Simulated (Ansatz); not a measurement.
Run this with Ansatz's Python interface and show what comes out.

The script, `c2h2s_cas.py`:
```python
"""Static correlation in C2H2S: natural occupations of an active space."""

import warnings

import ansatz as az
from rdkit import Chem
from rdkit.Chem import AllChem

params = {
    "basis": "6-31G*",
}


def main() -> None:
    warnings.simplefilter("ignore", az.DeckWarning)

    # start geometry from RDKit
    rd = Chem.AddHs(Chem.MolFromSmiles("C=C=S"))
    AllChem.EmbedMolecule(rd, randomSeed=171)
    AllChem.UFFOptimizeMolecule(rd)
    molecule = az.Crystal.molecule()
    for atom, xyz in zip(rd.GetAtoms(), rd.GetConformer().GetPositions()):
        molecule = molecule.atom(atom.GetSymbol(), xyz.round(5).tolist())

    calc = (
        molecule.calculation()
        .basis(gaussian=params["basis"])
        .correlation(active_electrons=4, active_orbitals=4)
    )
    for method in [None, "sc_nevpt2"]:
        rep = (calc if method is None else calc.correlation(method)).run(threads=1).report
        space = rep["configurations"]
        state = space["states"][0]
        print(method or "casscf", f"total {rep['free_energy_ev'] / 27.211386246:.6f} Ha, active-space state {state['energy']['hartree']:.6f} Ha, mean field {rep['reference_energy_ev'] / 27.211386246:.6f} Ha")
        print("  determinants", state["n_determinants"], " natural occupations", [round(n, 3) for n in space["natural_occupations"]])


if __name__ == "__main__":
    main()
```

`python c2h2s_cas.py` gives:
```text
casscf total -474.403083 Ha, active-space state -474.403083 Ha, mean field -474.352534 Ha
  determinants 36  natural occupations [1.984, 1.938, 0.061, 0.016]
RunWarning: the results are in doubt because another end's mean lies 0.042 eV lower, and its corrected mean 0.360 eV higher
sc_nevpt2 total -474.726411 Ha, active-space state -474.401524 Ha, mean field -474.352534 Ha
  determinants 20  natural occupations [1.929, 1.914, 0.086, 0.071]
```
(Warnings from the package without file and line.)

Caveats:
- The settings weren't tested for convergence.
- The geometry is a force-field or estimated start, not a minimum of this method, and the basis set is short of its limit. The active space starts as a window about the frontier orbitals and is then optimised, not chosen by chemistry.
- A lower CASSCF solution was found and passed over, so the printed active-space state isn't the lowest.
- The script silences the warnings on its input, which a real study should read.
- Run time: 4.4 s on 1 thread of Arm Neoverse V2, on a shared host, peak memory 0.22 GiB.

(Lines on the test bed's own set-up are left out of the output.)
